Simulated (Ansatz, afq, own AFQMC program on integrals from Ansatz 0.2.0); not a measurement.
AFQMC on a folder of integrals that Ansatz 0.2.0 wrote.

```yaml
crystal:
  periodic: [false, false, false]
  atoms:
    - {symbol: O, position_ang: [0.051744, -0.005162, 0.005576]}
    - {symbol: H, position_ang: [-0.279503, 0.931545, 0.005578]}
    - {symbol: H, position_ang: [-0.250498, -0.398237, 0.784081]}
    - {symbol: H, position_ang: [-0.291354, -0.451366, -0.878162]}
basis:
  gaussian: {orbitals: "6-31++G**"}
total_charge: -1
magnetization: {spin_polarized: true, initial_magnetization: 2}
correlation: {method: ccsd_t, electrons: outside_noble_gas, hamiltonian_folder: ham}
```

```sh
$ ansatz run in.yaml --threads 1 --pin off --events-out ev --progress --plain --max-ram 1382MiB
```

afq runs on the folder ham with

```
--method phaseless --trial cisd --walkers 60 --populations 1 --least-time 40 --time-step 0.005 --steps-per-block 50 --equilibration-blocks 28 --max-blocks 300 --target-error 0.00038 --factor-cut 1e-05 --start spin_pure --seed 4497 --release-times 0.24,0.51,0.99,1.62,2.4 --release-step 0.03 --release-every 4 --taylor-order 6
```

Times are imaginary, in 1/Eh. The walk had a cap of 1086 s.

Output of the walk:

```
orbitals 36  electrons 6 4  factors 282 of 355
reference energy -76.44975700 Eh
CCSD correlation -0.22302764 Eh in 15 cycles, weight of the determinant in the CISD state 0.9319
energy of the start -76.672769 Eh
 block  time / (1/Eh)  mean weight  energy / Eh
     1     0.250  0.9997  -76.671572
     2     0.500  0.9992  -76.672719
     3     0.750  1.0006  -76.675828
     4     1.000  1.0013  -76.678104
     5     1.250  1.0016  -76.675611
     8     2.000  0.9989  -76.679920
    13     3.250  0.9998  -76.676480
    25     6.250  1.0017  -76.675856
    37     9.250  0.9992  -76.676167
    49    12.250  0.9996  -76.673507
    61    15.250  0.9993  -76.677516
    73    18.250  1.0009  -76.683802
    85    21.250  0.9993  -76.675349
    97    24.250  1.0023  -76.675826
   109    27.250  1.0048  -76.676290
   121    30.250  0.9976  -76.675384
   133    33.250  1.0026  -76.675491
   145    36.250  1.0022  -76.675502
   157    39.250  1.0008  -76.676456
   169    42.250  1.0011  -76.685270
   181    45.250  1.0005  -76.674617
   185    46.250  0.9978  -76.677783
blocks merged  error / Eh  count
     1  0.000257  160
     2  0.000278  80
     4  0.000285  40
     8  0.000319  20
    16  0.000227  10
released: time / (1/Eh)  energy / Eh  error  mean overlap
  0.24  -76.677923  0.000358  0.9925
  0.51  -76.677465  0.000443  0.9963
  0.99  -76.678173  0.000450  0.9844
  1.62  -76.678338  0.000370  0.9923
  2.40  -76.678035  0.000561  1.0003
energy -76.677526 +/- 0.000319 Eh
(rows thinned)
```

The run passed its tests (sampling time, drift between the halves within three errors, error under three times the target), which doesn't prove that it has relaxed.

Against this walk (error 8.7 meV) on the same determinant: CCSD(T) 11.3 meV higher (within the noise), CCSDT(Q) 9.5 meV lower (within the noise). The error is statistical and leaves out the bias of the constraint. Released to 2.40 1/Eh the energy moves by -14 ± 18 meV (both errors), within twice the noise.

Cautions: constraint bias not in the error; lower spins were not checked.

The walk took 2.9 min on 1 thread of Arm Neoverse V2 (shared host). The log's last line is the phaseless energy.

CCSDT and higher add their correlation energy to the determinant of the CCSD(T) run, since their own runs factorise the integrals more tightly (a shift of under 2 meV).
